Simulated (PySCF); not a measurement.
**Worked example: entropy of an ideal gas**

formamide cation (CH₃NO), SMILES O=CN (connectivity only; charge and spin as stated), charge +1, multiplicity 2.

Geometry: TPSSh-D3(BJ)/def2-TZVP. The spin state was assumed, not searched. Other conformers were not sampled.

TPSSh-D3(BJ)/def2-TZVP in PySCF gives the harmonic wavenumbers 487, 619, 718, 974, 1079, 1184, 1344, 1614, 1677, 2994, 3488, 3600 cm⁻¹ and the rotational temperatures 3.5947, 0.5431, 0.4718 K. The molar mass is 45.04 g/mol, the symmetry number 1, the spin multiplicity 2.

Work out the entropy at 298.15 K and 1 atm in the rigid-rotor, harmonic-oscillator model.


Translation (Sackur–Tetrode at 1 atm): S = R[1.5 ln M + 2.5 ln T − 1.16487] = 156.2 J/(mol K).
Rotation: q = (√π/σ) T^1.5/√(θA θB θC) = 9510, S = R[ln q + 3/2] = 88.6 J/(mol K).
Vibration: with u = 1.4388 ν/T, each mode gives R[u/(e^u − 1) − ln(1 − e^−u)]:
```
ν (cm⁻¹)  modes     u  S (J/(mol K))
--------  -----  ----  -------------
487           1  2.35           2.89
619           1  2.99           1.75
718           1  3.46           1.19
974           1  4.70           0.43
1079          1  5.21           0.28
1184          1  5.71           0.18
1344          1  6.49           0.10
1614          1  7.79           0.03
1677          1  8.09           0.02
```
The stiffer modes add less than 0.005 each. Sum 6.9 J/(mol K).
Spin: R ln 2 = 5.8 J/(mol K).
Total 257.5 J/(mol K); the program's own thermochemistry gives 257.5. Translation makes up 61 % and vibration 3 %. Anharmonicity, hindered rotation and orbital degeneracy are left out.
